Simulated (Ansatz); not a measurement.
# [H···H···O], triplet: transfer scan

Starting geometry:

```
atom   x (Å)   y (Å)    z (Å)
   H  0.0000  0.0000  -0.9937
   H  0.0000  0.0000  -0.2487
   O  0.0000  0.0000   1.2423
```

From there H2 is moved from one fragment to the other while all else, the fragments' distance too, stays fixed; atoms are numbered as listed. Energies are in kJ/mol, counted from the starting geometry at the same level. Kohn–Sham curves are unrestricted where that lies lower.

Basis cc-pVTZ; Ansatz 0.2.0. Only valence electrons are correlated (noble-gas cores frozen). R marks a restricted (for open shells ROHF) determinant, U an unrestricted one.

For open shells CISD is restricted-active-space CI with the open shells as a complete middle space.

Full CI isn't at hand for all of this; UCCSDT(Q) serves as the reference, and is uncertain by about the last step of the cluster series. The frozen core follows each run's orbitals, which can shift R against U totals by a few meV.

```csv
distance H1-H2 (Å),UCCSDT(Q),curve A,curve B,curve C,curve D
0.693,2.3,0.2,8.0,-4.1,2.3
0.745,0.0,0.0,0.0,0.0,0.0
0.817,8.3,12.4,-0.6,19.5,8.3
0.888,20.8,30.7,3.2,45.3,20.8
0.960,29.7,45.8,5.3,68.0,29.7
1.031,29.7,41.7,2.4,77.7,29.7
1.103,20.8,31.3,-5.2,70.3,20.7
1.174,8.4,15.2,-13.2,51.9,8.3
1.246,1.0,4.4,-14.7,35.2,0.9
```

Q: The curves come from CISD, RCCSDT(Q), UHF, r2SCAN. Compare each with UCCSDT(Q) and say which is which.

A: A: CISD, B: r2SCAN, C: UHF, D: RCCSDT(Q). Spread of the error against UCCSDT(Q), over the points where both stand: A 18.2, B 32.9, C 55.9, D 0.1 kJ/mol.
